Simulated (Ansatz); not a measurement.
# A ladder of methods for CH2AlN (SMILES [H][Al]([H])[C]#N)

CH2AlN: 5 atoms, total charge 0, spin state singlet. As SMILES, `[H][Al]([H])[C]#N`. The shape comes from GFN2-xTB, which is rough for such elements, and wasn't checked as a minimum.

Quantity: the electronic atomisation energy, in eV. The values are calculated. Electronic energies at fixed atoms, without zero-point motion or spin-orbit coupling.

```tsv
level	kind	program	value (eV)	less FCI/STO-3G	CPU time (all runs)
revPBE/STO-3G	GGA	Ansatz	23.55	+2.87	2.2 s
r2SCAN/STO-3G	meta-GGA	Ansatz	23.32	+2.64	6.2 s
r2SCAN0/STO-3G	hybrid meta-GGA	Ansatz	22.48	+1.80	5.5 s
wB97M-V/STO-3G	range-separated hybrid	Ansatz	23.65	+2.97	26 s
wB97X/STO-3G	range-separated hybrid	Ansatz	22.83	+2.15	9.3 s
B2PLYP/STO-3G	double hybrid	Ansatz	22.28	+1.60	2.4 s
RPA@PBE/STO-3G	RPA	Ansatz	19.86	-0.82	3.1 s
CCSDT/STO-3G	coupled cluster or CI	Ansatz	20.63	-0.05	1.3 s
FCI/STO-3G	exact in the basis	Ansatz	20.68	0.00	84 s
```

FCI/STO-3G is exact within its basis and frozen core, so for wave-function methods in that basis the difference is their error; functionals converge differently with the basis, so for them it is only a difference. The values span 19.86 to 23.65 eV. All rows use very small basis sets, so even the best lies far from the true value. CPU times are rough (shared hosts, several kinds of processor): they show what a rung costs within a factor of a few.
